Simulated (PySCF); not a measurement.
C₂H₂F₂O₂.
Bonds: O1–C2 (double), C2–O3, C2–C4, C4–F5, C4–F6. Hydrogens: H7 on O3; H8 on C4.

Method: EOM-IP-CCSD/aug-cc-pVDZ in PySCF, restricted Hartree–Fock reference, frozen core, non-relativistic, gas phase, PBE0-D3(BJ)/def2-SVP geometry.

Hartree–Fock orbital energies give these Koopmans values (eV): HOMO 13.15, HOMO-1 14.02, HOMO-2 15.68, HOMO-3 17.09, HOMO-4 17.74, HOMO-5 18.07, HOMO-6 18.46, HOMO-7 18.96.

Question: What vertical ionisation energies does EOM-IP-CCSD give?

Answer: 
```csv
leading hole (HF orbital),Koopmans (eV),EOM-IP-CCSD (eV),change (eV),one-hole share
HOMO,13.15,11.38,-1.77,0.95
HOMO-1,14.02,12.78,-1.24,0.94
HOMO-2,15.68,13.79,-1.89,0.95
HOMO-3,17.09,15.20,-1.89,0.95
HOMO-4,17.74,15.26,-2.48,0.95
HOMO-6,18.46,15.92,-2.54,0.95
HOMO-5,18.07,16.02,-2.05,0.94
HOMO-7,18.96,16.60,-2.36,0.93
```

Question: Does the order of the lines follow the orbital energies?

Answer: No: the HOMO-6 hole (15.92 eV) falls below the HOMO-5 hole (16.02 eV). The corrections run from -2.54 to -1.24 eV, with a mean of -2.03 eV over the 8 lines; no line lies above its Koopmans value. Koopmans values leave out both the relaxation of the orbitals and the change in correlation energy.

Question: At what kinetic energies would He II light (40.81 eV) eject these electrons?

Answer: 29.43 eV (HOMO), 28.03 eV (HOMO-1), 27.02 eV (HOMO-2), 25.61 eV (HOMO-3), 25.55 eV (HOMO-4), 24.89 eV (HOMO-6), 24.79 eV (HOMO-5), 24.21 eV (HOMO-7).

Lines less than 0.15 eV apart could change places at a higher level. One root was sought for each valence orbital with −ε under 21 eV, eight at most, so deeper holes and satellites are missing; no vibrational structure.

The values belong to the conformer `[O:1]=[C:2]([OH:3])[CH:4]([F:5])[F:6]`: O1–C2–C4–F5 0°, H–O3–C2–O1 1°.
